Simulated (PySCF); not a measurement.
Continuum solvent and chemical shifts

Atom-mapped SMILES (the numbers label the heavy atoms): `[cH:1]1[n:2][cH:3][n:4][cH:5][n:6]1` (H(Xn): hydrogen on atom n).

GIAO PBE0/pcSseg-1 in PySCF 2.14.0 with density-fitted response routines on one PBE0-D3(BJ)/def2-SVP conformer, non-relativistic, equivalent nuclei averaged. Solvents enter as an IEF-PCM continuum (chloroform with ε = 4.7) around the gas-phase geometry. Shifts are referred to TMS computed in the same medium.

Gas phase, δ in ppm: C1/C3/C5 173.0, H(C1)/H(C3)/H(C5) 9.27. Dipole moment 0.00 D.

Q: How does each δ change in the continuum?

A: 
```csv
atoms,environment,"Δδ, chloroform"
C1/C3/C5,aromatic CH between two ring heteroatoms,+1.6
H(C1)/H(C3)/H(C5),hydrogen on an aromatic CH between two ring heteroatoms,+0.08
```

Changes are relative to the gas phase.

Q: Which nuclei move most (in ppm), and what does the model miss?

A: C1/C3/C5 (aromatic CH between two ring heteroatoms, +1.6 ppm) in chloroform. A continuum only polarises the solute; specific hydrogen bonds, the anisotropy of aromatic solvents and changes of geometry or conformer are outside it.
